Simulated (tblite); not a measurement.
C₂HF₂O (doublet state).
SMILES with atom numbers: `[O:1]=[CH:2][C:3]([F:4])[F:5]` (hydrogens: H6 on C2)

The geometry is computed with GFN2-xTB (gas phase). This method treats the open shell by occupation alone, without spin polarisation.

List the bond lengths, angles and torsions at this level.

```csv
bond,length (Å)
O1=C2,1.221
C2–C3,1.414
C3–F4,1.310
C3–F5,1.317
C2–H6,1.103
```

A selection of angles:
```csv
angle,degrees
O1–C2–C3,124.7
O1–C2–H6,122.8
C3–C2–H6,112.5
C2–C3–F4,125.8
C2–C3–F5,122.8
F4–C3–F5,111.4
```

Torsions: O1–C2–C3–F4 0° (synperiplanar).

The 5 heavy atoms lie in one plane (0.000 Å rms). C3 (carbon bonded to C and 2 F) is planar (angles 125.8°, 122.8° and 111.4°, sum 360.0°, 0.00 Å off the plane of its three neighbours). C2 (carbon bonded to C, O and H) is planar (angles 124.7°, 122.8° and 112.5°, sum 360.0°, 0.00 Å off the plane of its three neighbours).

Point group: Cs (every atom within 0.08 Å of its image). Its GFN2-xTB frequencies are all real (lowest 207 cm⁻¹).

One conformer stands for the species.
